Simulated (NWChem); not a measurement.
# One shape, several levels: CH5B (BH2Me)

Aim: a comparison of 5 runs (HF/3-21G, HF/6-311+G**, B3LYP/6-31G*, PBE0/def2-SVP, B3LYP/6-311+G**) of CH5B (BH2Me). 

The results are computed with NWChem 7.3.0.

## Step 1: Starting point

CH5B: 7 atoms, total charge 0, spin state singlet. As SMILES, `[H]B([H])C`. The shape is that of a GFN2-xTB optimisation.

Bond lengths: B1–C4 1.565 Å, B1–H2 1.170 Å, B1–H3 1.170 Å, C4–H5 1.093 Å, C4–H6 1.087 Å, C4–H7 1.088 Å. Angles: B1–C4–H5 107.0°, B1–C4–H6 114.5°, B1–C4–H7 113.9°, H2–B1–C4 120.0°, H3–B1–C4 120.6°, H5–C4–H6 106.4°, H5–C4–H7 105.8°, H6–C4–H7 108.6°, H2–B1–H3 119.4°.

## Step 2: Energy and gradient at HF/3-21G (run 1)

ch5b.nw

```
start ch5b
title "CH5B"
memory 2200 mb

geometry units angstrom noautosym nocenter noautoz
   B      0.444840     0.781100     0.006260
   H      1.614940     0.782320     0.008990
   H     -0.129680     1.798100    -0.061390
   C     -0.337160    -0.573970     0.039720
   H     -0.405600    -0.929380    -0.991140
   H     -1.358290    -0.496260     0.405500
   H      0.170950    -1.361910     0.592050
end

basis "ao basis" spherical bse
   B library 3-21G
   H library 3-21G
   C library 3-21G
end

scf
   thresh 1e-08
   maxiter 80
   noprint "final vectors analysis"
end

task scf gradient
```

Command:

```sh
nwchem ch5b.nw > ch5b.out
```

The log of the run:

```text
[...]
  functions       =    28
[...]
  wavefunction    = RHF
[...]
         Total SCF energy =    -65.077462275107
      One-electron energy =   -149.262108236376
      Two-electron energy =     52.253631054005
 Nuclear repulsion energy =     31.931014907264
        Time for solution =      0.3s
[...]
                         RHF ENERGY GRADIENTS
    atom               coordinates                        gradient
                 x          y          z           x          y          z
   1 B       0.840626   1.476065   0.011830    0.004310   0.006936  -0.001733
   2 H       3.051794   1.478370   0.016989   -0.011457  -0.001701   0.000249
   3 H      -0.245060   3.397916  -0.116010    0.004072  -0.010727   0.000947
   4 C      -0.637140  -1.084646   0.075060    0.004721   0.007140  -0.003190
   5 H      -0.766473  -1.756274  -1.872983    0.000176   0.000805   0.002631
   6 H      -2.566796  -0.937795   0.766284   -0.001401  -0.001011   0.000546
   7 H       0.323049  -2.573637   1.118812   -0.000422  -0.001442   0.000550
[...]
```

Wall time 1.2 s (1 thread of AMD EPYC 7R43 (Zen 3), shared host); peak memory 0.092 GiB.

## Step 3: Energy and forces at HF/6-311+G(d,p) (run 2)

run.py

```python
from ase import Atoms
from ase.calculators.nwchem import NWChem

atoms = Atoms(['B', 'H', 'H', 'C', 'H', 'H', 'H'], positions=[
    [0.444840, 0.781100, 0.006260],
    [1.614940, 0.782320, 0.008990],
    [-0.129680, 1.798100, -0.061390],
    [-0.337160, -0.573970, 0.039720],
    [-0.405600, -0.929380, -0.991140],
    [-1.358290, -0.496260, 0.405500],
    [0.170950, -1.361910, 0.592050],
])

calc = NWChem(
    label='ch5b',
    theory='scf',
    memory='2200 mb',
    basis='6-311+G**',
    basispar='spherical bse',
    scf={'nopen': '0', 'rhf': None, 'thresh': '1e-08', 'maxiter': '80'},
)
atoms.calc = calc

forces = atoms.get_forces()
print("Total energy (eV):", round(atoms.get_potential_energy(), 6))
print("forces (eV/A):")
for s, f in zip(atoms.symbols, forces):
    print(f"{s:2s} {f[0]:10.5f} {f[1]:10.5f} {f[2]:10.5f}")
print("dipole (e A):", atoms.get_dipole_moment().round(4))
```

Command:

```sh
export ASE_NWCHEM_COMMAND="nwchem PREFIX.nwi > PREFIX.nwo"
python run.py
```

The log of the run:

```text
Total energy (eV): -1781.238352
forces (eV/A):
B    -0.28771   -0.49134    0.03301
H     0.60781    0.07148   -0.01013
H    -0.23253    0.56158   -0.04839
C    -0.19000   -0.26565    0.20949
H     0.02664    0.02216   -0.11308
H     0.04103    0.04757   -0.03497
H     0.03476    0.05415   -0.03589
dipole (e A): [-0.0385 -0.0735 -0.0099]
```

The calculator wrote ch5b.nwi:

```
title "ch5b"

permanent_dir ch5b

scratch_dir ch5b

start ch5b

geometry units angstrom nocenter noautosym noautoz
  B  4.4484000000000001e-01 7.8110000000000002e-01 6.2599999999999999e-03
  H  1.6149400000000000e+00 7.8232000000000002e-01 8.9899999999999997e-03
  H  -1.2967999999999999e-01 1.7981000000000000e+00 -6.1390000000000000e-02
  C  -3.3716000000000002e-01 -5.7396999999999998e-01 3.9719999999999998e-02
  H  -4.0560000000000002e-01 -9.2937999999999998e-01 -9.9114000000000002e-01
  H  -1.3582900000000000e+00 -4.9625999999999998e-01 4.0550000000000003e-01
  H  1.7094999999999999e-01 -1.3619100000000000e+00 5.9204999999999997e-01
end

memory 2200 mb

basis spherical bse noprint
   * library 6-311+G**
end

scf
  nopen 0
  rhf
  thresh 1e-08
  maxiter 80
end

task scf gradient
```

ch5b.nwo:

```text
Northwest Computational Chemistry Package (NWChem) 7.3.0
             --------------------------------------------------------

           Job information
           ---------------

    nwchem branch   = 7.3.0
    use scalapack   = T
    input           = ch5b.nwi
    prefix          = ch5b.
    data base       = ch5b/ch5b.db
    status          = startup
    nproc           =        1

           Memory information
           ------------------

    heap     =     72089594 doubles =      550.0 Mbytes
    stack    =     72089599 doubles =      550.0 Mbytes
    global   =    144179200 doubles =     1100.0 Mbytes (distinct from heap & stack)
    total    =    288358393 doubles =     2200.0 Mbytes
    verify   = yes
    hardfail = no

[... 136 lines left out ...]
 Convergence threshold     :          1.000E-08
[... 12 lines left out ...]
       Final RHF  results
[... 3 lines left out ...]
      One-electron energy =   -149.833558023250
[... 1 line left out ...]
 Nuclear repulsion energy =     31.931014907264
[... 26 lines left out ...]
                       ROHF Final Molecular Orbital Analysis
[... 233 lines left out ...]
                 ----------------------------------------
                 |  Time  |  1-e(secs)   |  2-e(secs)   |
                 ----------------------------------------
                 |  CPU   |       0.01   |       1.97   |
                 ----------------------------------------
                 |  WALL  |       0.01   |       1.97   |
                 ----------------------------------------

 Task  times  cpu:        8.5s     wall:        8.5s
 Total times  cpu:        8.5s     wall:        8.5s
```

Wall time 10 s (1 thread of AMD EPYC 7R43 (Zen 3), shared host); peak memory 0.092 GiB.

## Step 4: Energy and gradient at B3LYP/6-31G(d) (spherical functions) (run 3)

mymol.nw

```
start mymol
memory total 2200 mb

geometry units au noautosym nocenter noautoz
 B   0.84062577  1.47606508  0.01182969
 H   3.05179431  1.47837054  0.01698864
 H  -0.24505968  3.39791654 -0.11601029
 C  -0.63714006 -1.08464610  0.07505992
 H  -0.76647292 -1.75627367 -1.87298315
 H  -2.56679610 -0.93779549  0.76628394
 H   0.32304868 -2.57363691  1.11881235
end

basis spherical bse
 * library 6-31G*
end

dft
 xc b3lyp
 grid xfine
 convergence energy 1e-08
 maxiter 100
 mulliken
 print medium
end

task dft gradient
```

Command:

```sh
nwchem mymol.nw > mymol.out
```

The log of the run:

```text
[...]
          Wavefunction type:  closed shell.
          No. of atoms     :     7
          No. of electrons :    16
[...]
          Charge           :     0
          Spin multiplicity:     1
[...]
          AO basis - number of functions:    38
[...]
              XC Information
              --------------
                         B3LYP Method XC Potential
                     Hartree-Fock (Exact) Exchange  0.200
                        Slater Exchange Functional  0.800 local
                    Becke 1988 Exchange Functional  0.720 non-local
              Lee-Yang-Parr Correlation Functional  0.810
                  VWN I RPA Correlation Functional  0.190 local
[...]
 d= 0,ls=0.0,diis     1    -65.9218401133 -9.79D+01  1.01D-02  1.51D-01     1.4
[...]
 d= 0,ls=0.0,diis     8    -65.9443801960 -2.20D-10  2.12D-07  8.07D-11     9.3
         Total DFT energy =      -65.944380195978
      One electron energy =     -150.045389137851
           Coulomb energy =       63.549207256634
    Exchange-Corr. energy =      -11.379210917862
 Nuclear repulsion energy =       31.931012603101
[...]
      Total Density - Mulliken Population Analysis
     ---------------------------------------------
    Atom       Charge   Shell Charges
 -----------   ------   -------------------------------------------------------
    1 B    5     4.87   2.00  0.59  1.39  0.46  0.40  0.04
    2 H    1     1.02   0.53  0.49
    3 H    1     1.02   0.53  0.49
    4 C    6     6.57   2.00  0.67  2.16  0.64  1.08  0.03
    5 H    1     0.83   0.51  0.32
    6 H    1     0.84   0.52  0.32
    7 H    1     0.84   0.52  0.32
[...]
  wavefunction    = closed shell
                         DFT ENERGY GRADIENTS
    atom               coordinates                        gradient
                 x          y          z           x          y          z
   1 B       0.840626   1.476065   0.011830    0.008295   0.014390  -0.000578
   2 H       3.051794   1.478371   0.016989   -0.014225  -0.001285   0.000219
   3 H      -0.245060   3.397917  -0.116010    0.005799  -0.012951   0.001091
   4 C      -0.637140  -1.084646   0.075060   -0.001682  -0.005293  -0.005716
   5 H      -0.766473  -1.756274  -1.872983   -0.000057   0.001977   0.007801
   6 H      -2.566796  -0.937795   0.766284    0.005650  -0.001054  -0.000898
   7 H       0.323049  -2.573637   1.118812   -0.003779   0.004216  -0.001919
[...]
```

Wall time 12 s (1 thread of AMD EPYC 7R43 (Zen 3), shared host); peak memory 0.12 GiB.

Run 4 isn't shown in full; the table further down has it.

## Step 5: Energy and forces at B3LYP/6-311+G(d,p) (run 5)

test.nw

```
start test
title "BH2Me"
memory stack 880 mb heap 220 mb global 1100 mb

geometry units atomic noautosym nocenter noautoz
B      0.84062577     1.47606508     0.01182969
H      3.05179431     1.47837054     0.01698864
H     -0.24505968     3.39791654    -0.11601029
C     -0.63714006    -1.08464610     0.07505992
H     -0.76647292    -1.75627367    -1.87298315
H     -2.56679610    -0.93779549     0.76628394
H      0.32304868    -2.57363691     1.11881235
end

basis spherical bse
B library 6-311+G**
H library 6-311+G**
C library 6-311+G**
end

dft
xc b3lyp
mult 1
grid xfine
convergence energy 1e-08
iterations 100
mulliken
print medium
end

task dft gradient
```

Command:

```sh
nwchem test.nw > test.out
```

The log of the run:

```text
[...]
          Wavefunction type:  closed shell.
          No. of atoms     :     7
          No. of electrons :    16
[...]
          Charge           :     0
          Spin multiplicity:     1
[...]
          AO basis - number of functions:    74
[...]
              XC Information
              --------------
                         B3LYP Method XC Potential
                     Hartree-Fock (Exact) Exchange  0.200
                        Slater Exchange Functional  0.800 local
                    Becke 1988 Exchange Functional  0.720 non-local
              Lee-Yang-Parr Correlation Functional  0.810
                  VWN I RPA Correlation Functional  0.190 local
[...]
 d= 0,ls=0.0,diis     1    -65.9424993801 -9.79D+01  4.29D-03  2.37D-01     2.6
[...]
 d= 0,ls=0.0,diis     8    -65.9672694917 -4.10D-10  1.48D-07  2.67D-10    19.4
         Total DFT energy =      -65.967269491698
      One electron energy =     -150.010359651318
           Coulomb energy =       63.481131574535
    Exchange-Corr. energy =      -11.369054018017
 Nuclear repulsion energy =       31.931012603101
[...]
      Total Density - Mulliken Population Analysis
     ---------------------------------------------
    Atom       Charge   Shell Charges
 -----------   ------   -------------------------------------------------------
    1 B    5     4.88   1.13  0.86  0.47  0.69  0.90  0.38  0.38  0.02  0.00  0.06
    2 H    1     1.03   0.28  0.55  0.18  0.01
    3 H    1     1.03   0.28  0.55  0.18  0.01
    4 C    6     6.48   1.10  0.89  0.66  0.74  1.53  0.49  1.01  0.02  0.01  0.03
    5 H    1     0.86   0.27  0.47  0.09  0.03
    6 H    1     0.86   0.28  0.47  0.09  0.02
    7 H    1     0.86   0.28  0.47  0.09  0.02
[...]
  wavefunction    = closed shell
                         DFT ENERGY GRADIENTS
    atom               coordinates                        gradient
                 x          y          z           x          y          z
   1 B       0.840626   1.476065   0.011830    0.008156   0.014251  -0.000099
   2 H       3.051794   1.478371   0.016989   -0.011671  -0.001010   0.000123
   3 H      -0.245060   3.397917  -0.116010    0.004796  -0.010591   0.000856
   4 C      -0.637140  -1.084646   0.075060   -0.002024  -0.006162  -0.006363
   5 H      -0.766473  -1.756274  -1.872983   -0.000231   0.001469   0.006538
   6 H      -2.566796  -0.937795   0.766284    0.004114  -0.001021  -0.000165
   7 H       0.323049  -2.573637   1.118812   -0.003140   0.003065  -0.000891
[...]
```

It took 25 s on 1 thread of AMD EPYC 7R43 (Zen 3), shared host; peak memory 0.12 GiB.

## Step 6: The series

| run | level | iteration cap | module | energy (Eh) | dipole moment (D) | largest force (eV/Å) | wall time |
| --- | --- | --- | --- | --- | --- | --- | --- |
| 1 | HF/3-21G | 80 | scf | -65.077462 | 0.46 | 0.596 | 1.2 s |
| 2 | HF/6-311+G** | 80 | scf | -65.459303 | 0.40 | 0.612 | 10 s |
| 3 | B3LYP/6-31G* (spherical functions) | 100 | dft | -65.944380 | 0.63 | 0.855 | 12 s |
| 4 | PBE0/def2-SVP | 100 | dft | -65.792934 | 0.67 | 1.324 | 16 s |
| 5 | B3LYP/6-311+G** | 100 | dft | -65.967269 | 0.56 | 0.844 | 25 s |

## Step 7: Summary of results

```
                       quantity         value
            run 5: total energy  -65.96727 Eh
           run 5: dipole moment        0.56 D
             run 5: HOMO energy      -8.94 eV
             run 5: LUMO energy      -1.55 eV
           run 5: HOMO–LUMO gap       7.40 eV
run 5: largest force on an atom    0.844 eV/Å
```

In words: The dipole moment (its size) runs from 0.40 D (HF/6-311+G**) to 0.67 D (PBE0/def2-SVP). The two ends differ in method and basis. Over runs 2, 3, 5 the HOMO–LUMO gap runs from 7.40 eV (B3LYP/6-311+G**) to 14.13 eV (HF/6-311+G**). Exact exchange widens orbital gaps. Totals of different functionals can't be ranked against each other. All runs together took 65 s, the longest 25 s.
